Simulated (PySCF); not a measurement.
# HNaO: the cost of one run

Programs: PySCF 2.14.0. All values are calculated, for the isolated system unless a continuum is named. Atoms count from 0, parts from 1.

## (1) The system as given

3 atoms, charge 0, multiplicity 1; geometry: GFN2-xTB. Parts: 1 = atom 0, `[Na+]`, charge 1; 2 = atoms 1–2, `[OH-]`, charge -1.

## (2) Relaxing the molecule at PBE0-D3(BJ)/def2-TZVPD

Job settings and geometry (Å):

```
{"job": {"xc": "PBE0", "basis": "def2-TZVPD", "d3": "d3bj", "grid": 3, "kind": "geom", "shake": 0.01}, "charge": 0, "multiplicity": 1, "parts": [{"atoms": "0-0", "charge": 1, "multiplicity": 1}, {"atoms": "1-2", "charge": -1, "multiplicity": 1}]}
Na     0.031678    -0.157541     0.196894
O      0.905458    -0.171338     1.762299
H      1.517388     0.146415     2.403048
```

Run with:

```bash
> OMP_NUM_THREADS=1 python cluster_run.py task.json out
```

This one command runs all jobs of the session in turn.

**Question.** How long does this first job take on 1 thread of Arm Neoverse N1, shared host, and how much memory does it need?

About 16 s, with a peak of 0.37 GiB.
